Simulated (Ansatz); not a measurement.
Reaction (SMILES): ClCCl + 2 [H][H] (H2) → C (CH4) + 2 Cl (HCl)
B3LYP-D3(BJ)/def2-TZVP geometries, fixed; electronic energies without zero-point terms.

Basis-set convergence of the energy of full hydrogenation at wB97M-V with Ansatz (an electronic-structure program). Cartesian d functions, on some or all atoms, in 6-31G*, 6-31+G*, 6-311G**, 6-311+G**; all else is spherical. The program fits the integrals of some runs and decomposes those of others, by size. The functional holds VV10 correlation; no added dispersion term, no relativity. Functions are those of the species that has most. Reference: the value in aug-pcseg-3, -44.92 kcal/mol, itself unsure by roughly 0.06 kcal/mol (its mean distance from aug-cc-pV(Q+d)Z, cc-pV(5+d)Z, def2-QZVPPD). Deviations are taken from unrounded values.

```json
[
 {"basis": "6-31G*", "functions": "57", "energy of full hydrogenation (kcal/mol)": "-38.33"},
 {"basis": "6-31+G*", "functions": "69", "energy of full hydrogenation (kcal/mol)": "-40.06"},
 {"basis": "def2-SVP", "functions": "60", "energy of full hydrogenation (kcal/mol)": "-47.05"},
 {"basis": "def2-SVPD", "functions": "90", "energy of full hydrogenation (kcal/mol)": "-50.86"},
 {"basis": "pcseg-1", "functions": "60", "energy of full hydrogenation (kcal/mol)": "-47.95"},
 {"basis": "aug-pcseg-1", "functions": "95", "energy of full hydrogenation (kcal/mol)": "-46.82"},
 {"basis": "cc-pV(D+d)Z", "functions": "70", "energy of full hydrogenation (kcal/mol)": "-47.00"},
 {"basis": "aug-cc-pV(D+d)Z", "functions": "105", "energy of full hydrogenation (kcal/mol)": "-48.64"},
 {"basis": "6-311G**", "functions": "84", "energy of full hydrogenation (kcal/mol)": "-45.86"},
 {"basis": "6-311+G**", "functions": "96", "energy of full hydrogenation (kcal/mol)": "-45.17"},
 {"basis": "def2-TZVP", "functions": "117", "energy of full hydrogenation (kcal/mol)": "-43.29"},
 {"basis": "def2-TZVPD", "functions": "147", "energy of full hydrogenation (kcal/mol)": "-44.31"},
 {"basis": "pcseg-2", "functions": "126", "energy of full hydrogenation (kcal/mol)": "-45.26"},
 {"basis": "aug-pcseg-2", "functions": "192", "energy of full hydrogenation (kcal/mol)": "-45.35"},
 {"basis": "cc-pV(T+d)Z", "functions": "136", "energy of full hydrogenation (kcal/mol)": "-44.87"},
 {"basis": "aug-cc-pV(T+d)Z", "functions": "202", "energy of full hydrogenation (kcal/mol)": "-45.14"},
 {"basis": "def2-TZVPP", "functions": "143", "energy of full hydrogenation (kcal/mol)": "-44.55"},
 {"basis": "def2-TZVPPD", "functions": "173", "energy of full hydrogenation (kcal/mol)": "-45.23"},
 {"basis": "cc-pV(Q+d)Z", "functions": "243", "energy of full hydrogenation (kcal/mol)": "-44.78"},
 {"basis": "aug-cc-pV(Q+d)Z", "functions": "350", "energy of full hydrogenation (kcal/mol)": "-44.90"},
 {"basis": "pcseg-3", "functions": "254", "energy of full hydrogenation (kcal/mol)": "-44.87"},
 {"basis": "aug-pcseg-3", "functions": "361", "energy of full hydrogenation (kcal/mol)": "-44.92"},
 {"basis": "def2-QZVPP", "functions": "257", "energy of full hydrogenation (kcal/mol)": "-44.77"},
 {"basis": "def2-QZVPPD", "functions": "287", "energy of full hydrogenation (kcal/mol)": "-44.93"}
]
```

What the diffuse functions change, pair by pair:
- 6-31G* to 6-31+G*: 12 more functions, deviation 6.59 to 4.86 kcal/mol
- def2-SVP to def2-SVPD: 30 more functions, deviation -2.13 to -5.94 kcal/mol
- pcseg-1 to aug-pcseg-1: 35 more functions, deviation -3.03 to -1.90 kcal/mol
- cc-pV(D+d)Z to aug-cc-pV(D+d)Z: 35 more functions, deviation -2.08 to -3.72 kcal/mol
- 6-311G** to 6-311+G**: 12 more functions, deviation -0.94 to -0.25 kcal/mol
- def2-TZVP to def2-TZVPD: 30 more functions, deviation 1.63 to 0.61 kcal/mol
- pcseg-2 to aug-pcseg-2: 66 more functions, deviation -0.34 to -0.43 kcal/mol
- cc-pV(T+d)Z to aug-cc-pV(T+d)Z: 66 more functions, deviation 0.05 to -0.22 kcal/mol
- def2-TZVPP to def2-TZVPPD: 30 more functions, deviation 0.37 to -0.31 kcal/mol
- cc-pV(Q+d)Z to aug-cc-pV(Q+d)Z: 107 more functions, deviation 0.14 to 0.02 kcal/mol
- pcseg-3 to aug-pcseg-3: 107 more functions, deviation 0.05 to 0.00 kcal/mol
- def2-QZVPP to def2-QZVPPD: 30 more functions, deviation 0.15 to -0.01 kcal/mol

Leaving out the reference's own pair, they bring the value nearer the reference by more than 0.06 kcal/mol in 7 of 11 pairs.
